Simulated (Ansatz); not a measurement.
A nudged elastic band was laid between two geometries of CH5AlN (8 atoms, charge 0, multiplicity 2).

Theory: Ansatz 0.2.0, UKS BHLYP/def2-SVP.

```
movable images  : 4
climbing image  : no
spring          : 5.0 eV/Å²
optimiser       : quadratic models (default)
start path      : IDPP
force threshold : 0.05 eV/Å
iteration limit : 60
end points      : relaxed
```

First end point:

```xyz
8
Properties=species:S:1:pos:R:3
C -0.830 1.005 -0.525
Al 0.782 0.481 0.483
N 1.124 -1.250 0.680
H -1.397 0.123 -0.842
H -0.564 1.581 -1.418
H -1.488 1.637 0.080
H 1.914 -1.636 1.170
H 0.551 -1.997 0.317
```

Last end point:

```xyz
8
Properties=species:S:1:pos:R:3
C -0.839 1.002 -0.513
Al 0.742 0.479 0.543
N 1.132 -1.247 0.670
H -1.401 0.122 -0.845
H -0.543 1.574 -1.399
H -1.512 1.640 0.069
H 0.599 -1.992 0.246
H 1.914 -1.635 1.172
```

(1) What changes between the two ends?

(2) What energy profile does the band end with?

(3) What is the geometry of the highest image?

## Answers

(1) No bond is made or broken. The dihedral C1–Al2–N3–H8 goes from 0 to 180°. The two ends are copies of one structure, up to a mirror image or an exchange of like atoms.

(2) The run converged. The highest image is number 2 of 0 to 5, 0.35 eV above the ends, which have the same energy within 2 meV. No image climbed, so the highest image needn't sit at the top of the path.

```json
{"image": "0", "path coordinate (Å)": "0.00", "energy (eV)": "0.00", "dihedral C1–Al2–N3–H8 (°)": "0"}
{"image": "1", "path coordinate (Å)": "0.77", "energy (eV)": "0.10", "dihedral C1–Al2–N3–H8 (°)": "-34"}
{"image": "2", "path coordinate (Å)": "1.54", "energy (eV)": "0.35", "dihedral C1–Al2–N3–H8 (°)": "-99"}
{"image": "3", "path coordinate (Å)": "2.31", "energy (eV)": "0.17", "dihedral C1–Al2–N3–H8 (°)": "-143"}
{"image": "4", "path coordinate (Å)": "3.08", "energy (eV)": "0.01", "dihedral C1–Al2–N3–H8 (°)": "-180"}
{"image": "5", "path coordinate (Å)": "3.86", "energy (eV)": "0.00", "dihedral C1–Al2–N3–H8 (°)": "180"}
```

(3) 
```xyz
8
Properties=species:S:1:pos:R:3
C -0.667 1.092 -0.706
Al 0.428 0.338 0.754
N 0.813 -1.420 0.817
H -1.092 0.312 -1.346
H 0.001 1.712 -1.318
H -1.470 1.748 -0.353
H 1.761 -1.748 0.708
H 0.319 -2.090 1.389
```

The run took 4.2 min on 1 thread of Arm Neoverse N1 (shared host), peak memory 0.16 GiB.
